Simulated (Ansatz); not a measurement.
# CHBS (triplet): wave-function methods side by side at distance C2–H4 = 1.466 Å, cc-pVDZ

An exercise on one series of results from a longer session: the logs are not shown, and one member is left open.

The runs use Ansatz 0.2.0, Gaussian basis; cc-pVDZ, core rule «outside noble gas», up to 7 orbitals frozen.

To be run: UHF; CCSD(T) on ROHF; CCSD(T) on UHF; BCCD(T) on ROHF; CISD; CCSDT(Q) on ROHF; CCSDT(Q) on UHF; CASSCF and MRCISD+Q, 4 electrons in 4 orbitals; CASSCF and NEVPT2, 4 electrons in 4 orbitals.

19 further runs of the same task are left out: 2 for a mislabelled method, 13 that didn't finish, 4 set aside as unsound or not needed.

### What is computed

The geometry derives from a PBE0/def2-TZVP stationary point (not a proven minimum). One bond is set to the value named and the two fragments are kept rigid.

4 atoms, charge 0, spin multiplicity 3.

Atoms are counted from 1 here; the program's logs count them from 0.

Bond lengths: B1–C2 1.415 Å, B1–S3 1.834 Å, C2–S3 1.766 Å. Angles: C2–B1–S3 64.4°, B1–C2–S3 69.4°, B1–S3–C2 46.2°.

Geometry (Å):

```xyz
4
CHBS
B     0.00000   -0.94710    0.80242
C     0.00000    0.45014    1.02367
S     0.00000    0.09533   -0.70674
H     0.00000    1.76184    1.67833
```

The first run:

File in.yaml:

```yaml
crystal:
  periodic: [false, false, false]
  atoms:
    - {symbol: B, position_ang: [0.000000, -0.947098, 0.802422]}
    - {symbol: C, position_ang: [0.000000, 0.450137, 1.023668]}
    - {symbol: S, position_ang: [0.000000, 0.095330, -0.706739]}
    - {symbol: H, position_ang: [0.000000, 1.761844, 1.678329]}
basis:
  gaussian: {orbitals: cc-pVDZ}
magnetization: {spin_polarized: true, initial_magnetization: 2}
hamiltonian: {xc: hf}
output: {orbitals: {seedname: orbitals}}
```

The run is started by

```sh
$ ansatz run in.yaml --threads 1 --pin off --events-out ev --progress --plain --max-ram 2393MiB
```

Among the steps run: UHF; CCSD(T) on ROHF; CCSD(T) on UHF; BCCD(T) on ROHF; CISD; CCSDT(Q) on ROHF; CCSDT(Q) on UHF; CASSCF and MRCISD+Q, 4 electrons in 4 orbitals; CASSCF and NEVPT2, 4 electrons in 4 orbitals.

One table of the session follows, with a row left open; its other results are not shown here.

```
       method  from UCCSDT(Q) (kcal/mol)
         ROHF                    +230.21
          UHF                    +225.05
         RMP2                     +27.19
         UMP2                     +30.32
         CISD                     +35.65
        RCCSD                     +12.05
        UCCSD                     +11.82
     RCCSD(T)                          ?
     UCCSD(T)                      +1.68
      BCCD(T)                      +1.51
       RCCSDT                      +0.94
       UCCSDT                      +0.90
    RCCSDT(Q)                      +0.06
    UCCSDT(Q)                          0
  CASSCF pair                    +212.53
  NEVPT2 pair                     +26.76
  MRCISD pair                     +31.87
MRCISD+Q pair                      +7.54
```

Q: Estimate the row for RCCSD(T) from the others.

The run gave: from UCCSDT(Q) (kcal/mol): +1.56. In the column «from UCCSDT(Q) (kcal/mol)» it lies between BCCD(T) (+1.51) and UCCSD(T) (+1.68).

Limits of these values: Restricted and unrestricted rows rest on different reference determinants; where their highest levels disagree by more than a few hundredths of an eV, they describe different states and don't form one ladder.
